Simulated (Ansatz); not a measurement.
```yaml
crystal:
  periodic: [false, false, false]
  atoms:
    - {symbol: F, position_ang: [0.000000, 0.000000, -1.277470]}
    - {symbol: B, position_ang: [0.000000, 0.000000, 0.006559]}
    - {symbol: N, position_ang: [0.000000, 0.000000, 1.270911]}
basis:
  gaussian: {orbitals: def2-TZVP}
magnetization: {spin_polarized: true, initial_magnetization: 1}
hamiltonian: {xc: pbe0}
relax: {f_tol: 0.004, max_steps: 80}
```

```sh
$ ansatz run in.yaml --threads 1 --pin off --events-out ev --progress --plain --max-ram 2176MiB
```

Steps of the relaxation (energy above the last step; positions in Å, forces in eV/Å):

```
3
step 1, 86.3 meV
F     0.000    0.000   -1.277    0.000    0.000    0.195
B     0.000    0.000    0.007    0.000    0.000   -3.706
N     0.000    0.000    1.271    0.000    0.000    3.512
```

```
3
step 2, 4.6 meV
F     0.000    0.000   -1.289    0.000    0.000    0.146
B     0.000    0.000   -0.007    0.000    0.000   -0.876
N     0.000    0.000    1.296    0.000    0.000    0.730
```

```
3
step 3, 0.1 meV
F     0.000    0.000   -1.291    0.000    0.000    0.044
B     0.000    0.000   -0.012    0.000    0.000   -0.108
N     0.000    0.000    1.303    0.000    0.000    0.064
```

```
3
step 4, 0.0 meV
F     0.000    0.000   -1.290    0.000    0.000   -0.044
B     0.000    0.000   -0.012    0.000    0.000   -0.009
N     0.000    0.000    1.302    0.000    0.000    0.053
```

```
3
step 5, 0.0 meV
F     0.000    0.000   -1.291    0.000    0.000    0.000
B     0.000    0.000   -0.012    0.000    0.000   -0.001
N     0.000    0.000    1.303    0.000    0.000    0.001
```

Close pairs at the end: F1–B2 1.278 Å, B2–N3 1.316 Å.

A stationary point of unrestricted PBE0 after 5 steps, with ⟨S²⟩ = 0.753 against 0.75 for a pure state; no frequencies were run, so it isn't proven a minimum. 10 s on 1 thread of Arm Neoverse V2, shared host.
